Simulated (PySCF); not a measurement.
## State search for BH⁺

Unrestricted PBE0; B def2-TZVP, H def2-TZVP; no relativity (PySCF 2.14). Outer shells of the fragments: B+ 2s2; H 1s1.

Followed along the bond (rough minima from three points):

```
2Ms+1   unpaired  ⟨S²⟩ at the start  R at minimum (Å)  Te (eV)
    2        σ ↑               0.75              1.21     0.00
    4  σ ↑↑, π ↑               3.75  none in the scan   ≤ 6.40
```

Solutions found at the starting distance of 1.235 Å, counted from the lowest of them; the search is not exhaustive and high or unbound solutions are not listed, so other states can lie among these:

```
2Ms+1   unpaired  term  E (eV)  ⟨S²⟩  ⟨Lz²⟩  μ (D)
    2        σ ↑   ²Σ⁺    0.00  0.75   0.00   0.42
    2        π ↑    ²Π    3.12  0.81   1.00  -0.51
    4  σ ↑↑, π ↑    ⁴Π    6.80  3.75   1.00   2.42
    4  σ ↑, π ↑↑   ⁴Σ⁻    9.81  3.75   0.00   1.07
```

A term symbol is given only where ⟨S²⟩ and ⟨Lz²⟩ are close to those of a pure state; real π, δ and φ orbitals otherwise mix terms. A positive dipole points towards H; it is taken about the centre of mass and depends on that origin.

Counting both spins, an empty level lies below a filled one in some of these solutions, because spin and occupation are held.
